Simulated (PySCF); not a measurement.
## A small calculation by hand: entropy of an ideal gas

C₂H₅O, SMILES C(C)[O] (connectivity only; charge and spin as stated), charge -1, multiplicity 1.

Coordinates come from a ωB97X-D3(BJ)/def2-SVPD optimisation. The multiplicity is an assumed one; other spin states were not compared. The isomer is the one that the SMILES or the coordinates give; other isomers of the formula were not compared.

ωB97X-D3(BJ)/def2-SVPD run with PySCF gives the harmonic wavenumbers 273, 434, 778, 855, 1050, 1166, 1227, 1269, 1323, 1380, 1437, 1455, 1475, 2592, 2646, 2979, 3070, 3100 cm⁻¹ and the rotational temperatures 1.8390, 0.4627, 0.4096 K. The molar mass is 45.06 g/mol, the symmetry number 1, the spin multiplicity 1.

### Question
Work out the entropy at 298.15 K and 1 atm in the rigid-rotor, harmonic-oscillator model.

### Answer

Translation (Sackur–Tetrode at 1 atm): S = R[1.5 ln M + 2.5 ln T − 1.16487] = 156.2 J/(mol K).
Rotation: q = (√π/σ) T^1.5/√(θA θB θC) = 15500, S = R[ln q + 3/2] = 92.7 J/(mol K).
Vibration: with u = 1.4388 ν/T, each mode gives R[u/(e^u − 1) − ln(1 − e^−u)]:
| ν (cm⁻¹) | modes | u | S (J/(mol K)) |
|---|---|---|---|
| 273 | 1 | 1.32 | 6.60 |
| 434 | 1 | 2.09 | 3.54 |
| 778 | 1 | 3.75 | 0.95 |
| 855 | 1 | 4.13 | 0.70 |
| 1050 | 1 | 5.07 | 0.32 |
| 1166 | 1 | 5.63 | 0.20 |
| 1227 | 1 | 5.92 | 0.15 |
| 1269 | 1 | 6.12 | 0.13 |
| 1323 | 1 | 6.38 | 0.10 |
| 1380 | 1 | 6.66 | 0.08 |
| 1437 | 1 | 6.93 | 0.06 |
| 1455 | 1 | 7.02 | 0.06 |
| 1475 | 1 | 7.12 | 0.05 |
The stiffer modes add less than 0.005 each. Sum 12.9 J/(mol K).
Spin: R ln 1 = 0.0 J/(mol K).
Total 261.9 J/(mol K); the program's own thermochemistry gives 261.9. Translation makes up 60 % and vibration 5 %. Anharmonicity, hindered rotation and orbital degeneracy are left out.
